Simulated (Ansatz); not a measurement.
We consider rock-salt RbBr, described by revPBE (plane waves, PAW; Ansatz, a program for electronic structure).

Input file:

Ansatz 0.2 input:
```yaml
crystal:
  lattice:
    - [0.0, 3.6082603938, 3.6082603938]
    - [3.6082603938, 0.0, 3.6082603938]
    - [3.6082603938, 3.6082603938, 0.0]
  atoms:
    - { symbol: Rb, position: [0.0, 0.0, 0.0] }
    - { symbol: Br, position: [0.5, 0.5, 0.5] }
basis:
  ecutwfc: 520
  ecutrho_ratio: 4
  xc_grid: 2
kpoints:
  mp_grid: { grid: [8, 8, 8] }
  band_path:
    path:
      - [0.0, 0.0, 0.0]
      - [0.0625, 0.0, 0.0625]
      - [0.125, 0.0, 0.125]
      - [0.1875, 0.0, 0.1875]
      - [0.25, 0.0, 0.25]
      - [0.3125, 0.0, 0.3125]
      - [0.375, 0.0, 0.375]
      - [0.4375, 0.0, 0.4375]
      - [0.5, 0.0, 0.5]
      - [0.5625, 0.125, 0.5625]
      - [0.625, 0.25, 0.625]
      - [0.375, 0.375, 0.75]
      - [0.333333, 0.333333, 0.666667]
      - [0.291667, 0.291667, 0.583333]
      - [0.25, 0.25, 0.5]
      - [0.208333, 0.208333, 0.416667]
      - [0.166667, 0.166667, 0.333333]
      - [0.125, 0.125, 0.25]
      - [0.083333, 0.083333, 0.166667]
      - [0.041667, 0.041667, 0.083333]
      - [0.071429, 0.071429, 0.071429]
      - [0.142857, 0.142857, 0.142857]
      - [0.214286, 0.214286, 0.214286]
      - [0.285714, 0.285714, 0.285714]
      - [0.357143, 0.357143, 0.357143]
      - [0.428571, 0.428571, 0.428571]
      - [0.5, 0.5, 0.5]
      - [0.5, 0.45, 0.55]
      - [0.5, 0.4, 0.6]
      - [0.5, 0.35, 0.65]
      - [0.5, 0.3, 0.7]
      - [0.5, 0.25, 0.75]
      - [0.5, 0.166667, 0.666667]
      - [0.5, 0.083333, 0.583333]
    npoints: 1
hamiltonian:
  xc: revpbe
  dispersion: none
  pseudopotentials: { kind: paw }
scf:
  occupations: { method: fermi_dirac, width: 0.01 }
  convergence: { dr2_threshold: 0.0000000002 }
output:
  forces: true
  stress: true
  eigenvalues: true
  write_bands: true
```

From the output:

```
Crystal: 2 atoms, lattice volume = 93.956 Å³
Basis set: ecut = 520 eV, 2637 PW (Γ), exchange–correlation on 80×80×80 points (8 copies of the dense FFT grid, shifted against one another)
Bands: 12, of which v1, the nominal top of the filled ones, is band 8 counted from 1 (7 counted from 0)
Symmetry: 48 space group operations
Space group: Fm-3m (ITA 225), of the structure as read, at distance tolerance 4.5e-5 Å
k-points: 29 of 512
Functional: x = revpbe(κ = 1.245, μ = 0.2195149727645171), c = pbe(β = 0.06672455060314922)
SCF iter   1: F=—  HF=-6063.434307 eV  |F-HF|=—  |Δ(HF+E_count)|=         —  Δρ=1.44e-3  dr2=3.09e-3
SCF iter   2: F=—  HF=-6063.434326 eV  |F-HF|=—  |Δ(HF+E_count)|=   1.90e-5  Δρ=7.60e-4  dr2=3.51e-4
  ...
SCF iter   7: F=—  HF=-6063.434382 eV  |F-HF|=—  |Δ(HF+E_count)|=  9.42e-10  Δρ=6.06e-7  dr2=3.28e-10
SCF iter   8: F=-6063.434382 eV  HF=-6063.434382 eV  |F-HF|=9.09e-13  |Δ(HF+E_count)|=  2.91e-11  Δρ=1.69e-8  dr2=1.76e-13
SCF 1 converged in 8 iterations: F = -6063.434382 eV  dr2 = 1.76e-13
SCF converged after 8 iterations
Free energy (F): -6063.434382 eV
Internal energy: -6063.434382 eV  (E = F + TS)
E sigma→0 (E₀):  -6063.434382 eV
Fermi energy:    2.545376 eV
--- Stress (GPa, compression-positive) ---
       -0.000017      -0.000000       0.000000
       -0.000000      -0.000017       0.000000
       -0.000000      -0.000000      -0.000017
  P = ⅓ Tr σ = -0.0000 GPa (-0.000 kbar)
```

The PAW data were made under PBE.

Note: the cell is over a tenth larger than the published one: the level's own overestimate first of all, though another phase or state, or a fault of the published cell, is possible.

It cost very roughly 4 core-seconds of CPU time.
